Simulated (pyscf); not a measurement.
5 gas-phase steps of one pattern: four-centre exchange on the singlet surface, F/Cl/Br/I–H, H–Si/Ge/Sn broken and F/Cl/Br/I–Si/Ge/Sn, H–H formed. Single points on ωB97X-D3(BJ)/def2-SVP structures (PySCF, gas phase). Electronic energies in eV, from the separated reactants; ΔE‡ and ΔE at ωB97M-D3(BJ)/def2-TZVP. Rows were drawn at random from the steps of this pattern with a verified saddle, stable references and no exit in the data more than 5 kcal/mol lower.

| row | step | ΔE | ΔE‡ |
|---|---|---|---|
| 1 | H₂N–SiH₂–NH₂ + HF → H₂N–SiH(NH₂)–F + H₂ | -1.57 | ? |
| 2 | H₂N–SiH₂–Cl + HF -> H₂N–SiH(F)–Cl + H₂ | -1.39 | 0.96 |
| 3 | H₃Si–NH–SiH₃ + HCl → H₃Si–NH–SiH₂–Cl + H₂ | -0.96 | 1.29 |
| 4 | H₃Si–SiH₃ + HCl -> H₃Si–SiH₂–Cl + H₂ | -0.72 | 1.49 |
| 5 | H₃C–SnH₃ + HF -> H₃C–SnH₂–F + H₂ | -0.47 | 1.08 |

Problem. Fit ΔE‡ = a + b·ΔE to the other rows and predict row 1.

Solution. Over the 4 complete rows the means are -0.88 (ΔE) and 1.21 (ΔE‡); least squares gives b = 0.24 and a = 1.42 eV, with residuals of 0.18 eV (root mean square; largest 0.24, row 4). For row 1: 1.42 + 0.24 × (-1.57) = 1.04 eV, an extrapolation. The computed barrier is 1.06 eV, 0.02 over the line. The scatter is large against the spread of the barriers, so the line says little here. Each barrier is that of the saddle found. Elements past Kr carry the def2 core potentials, without spin-orbit coupling.
